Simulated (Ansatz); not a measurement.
CHClF, SMILES F[CH]Cl, a short molecular-dynamics run

With the Python package of Ansatz (0.2.0).

The cells in order, each with its output:

In [1]:
```python
import warnings

import ansatz as az
from ase import Atoms
import numpy as np
```

In [2]:
```python
warnings.simplefilter("ignore", az.DeckWarning)
```

In [3]:
```python
atoms = Atoms(["F", "C", "Cl", "H"], positions=[
    (-1.2748, -0.1443, -0.306),
    (-0.0806, 0.135, 0.1248),
    (0.9986, -1.1057, 0.4569),
    (0.4123, 1.0547, -0.2959),
])
geometry = az.Crystal.molecule_from_ase(atoms)
```

In [4]:
```python
model = (
    geometry.calculation()
    .basis(gaussian="6-31G*")
    .functional("pbe")
    .spin("collinear", total=1)
)
symbols = [site.symbol for site in geometry.cartesian_sites]
start = np.array([site.position_ang for site in geometry.cartesian_sites], dtype=float)
data = model.relax(force_tolerance=0.02).run().report
end = np.array(data["positions_ang"])
minimum = az.Crystal.molecule()
for symbol, place in zip(symbols, end):
    minimum = minimum.atom(symbol, place.tolist())
```

In [5]:
```python
# dynamics from the relaxed geometry
model = (
    minimum.calculation()
    .basis(gaussian="6-31G*")
    .functional("pbe")
    .spin("collinear", total=1)
    .md("nve", timestep=0.5, steps=40, temperature=200, initial_velocities="maxwell_boltzmann", seed=48)
)
frames = []
outcome = model.session().plan().execute(on_event=lambda e: frames.append(e["data"]) if e["event"] == "md_step" else None)
print("t (fs)   E_pot (eV)      E_kin (eV)   T (K)   d(0-1) (A)")
for f in frames[::1]:
    xyz = np.array(f["positions_ang"])
    print(f"{f['time_fs']:6.2f} {f['lagrangian_ev']:14.5f} {f['e_kin_ev']:10.5f} {f['temperature_k']:8.1f} {np.linalg.norm(xyz[0] - xyz[1]):9.4f}")
kept = np.array([f["conserved_ev"] for f in frames])
print(f"conserved energy moves by at most {1000 * np.ptp(kept):.3f} meV")
```
```text
t (fs)   E_pot (eV)      E_kin (eV)   T (K)   d(0-1) (A)
  0.00   -16281.17271    0.05170    200.0    1.3403
  0.50   -16281.17161    0.05062    195.8    1.3380
  1.00   -16281.16842    0.04748    183.7    1.3357
  1.50   -16281.16396    0.04309    166.7    1.3335
  2.00   -16281.15938    0.03857    149.2    1.3313
  2.50   -16281.15573    0.03496    135.2    1.3291
  3.00   -16281.15359    0.03281    126.9    1.3270
  3.50   -16281.15283    0.03201    123.8    1.3250
  4.00   -16281.15271    0.03183    123.1    1.3231
  4.50   -16281.15224    0.03130    121.1    1.3214
  5.00   -16281.15058    0.02962    114.6    1.3200
  5.50   -16281.14739    0.02644    102.3    1.3187
  6.00   -16281.14288    0.02198     85.0    1.3178
  6.50   -16281.13776    0.01692     65.5    1.3172
  7.00   -16281.13295    0.01217     47.1    1.3169
  7.50   -16281.12933    0.00859     33.2    1.3170
  8.00   -16281.12751    0.00678     26.2    1.3174
  8.50   -16281.12769    0.00694     26.9    1.3182
  9.00   -16281.12958    0.00879     34.0    1.3193
  9.50   -16281.13251    0.01167     45.1    1.3207
 10.00   -16281.13559    0.01469     56.8    1.3224
 10.50   -16281.13792    0.01698     65.7    1.3243
 11.00   -16281.13890    0.01795     69.4    1.3265
 11.50   -16281.13843    0.01751     67.7    1.3288
 12.00   -16281.13701    0.01615     62.5    1.3312
 12.50   -16281.13557    0.01477     57.1    1.3336
 13.00   -16281.13513    0.01438     55.6    1.3361
 13.50   -16281.13642    0.01568     60.6    1.3386
 14.00   -16281.13950    0.01871     72.4    1.3410
 14.50   -16281.14375    0.02289     88.6    1.3433
 15.00   -16281.14810    0.02718    105.1    1.3455
 15.50   -16281.15149    0.03052    118.1    1.3476
 16.00   -16281.15320    0.03222    124.6    1.3497
 16.50   -16281.15308    0.03213    124.3    1.3516
 17.00   -16281.15155    0.03066    118.6    1.3534
 17.50   -16281.14940    0.02857    110.5    1.3551
 18.00   -16281.14753    0.02674    103.4    1.3567
 18.50   -16281.14667    0.02590    100.2    1.3581
 19.00   -16281.14724    0.02647    102.4    1.3594
 19.50   -16281.14920    0.02841    109.9    1.3606
 20.00   -16281.15211    0.03126    120.9    1.3616
conserved energy moves by at most 0.279 meV
```

Reading the output:
- Total energies depend on the basis set; only differences at equal settings carry meaning.
- The trajectory is only some femtoseconds long, so its temperature is not equilibrated; where the script doesn't relax first, it starts from a rough generated geometry.
- The species is open-shell (spin multiplicity 2).
- The temperature counts the internal degrees of freedom alone.
- Timing: 54 s on 1 thread of Arm Neoverse V2, on a shared host, peak memory 0.21 GiB.

(Lines on the test bed's own set-up are left out of the output.)
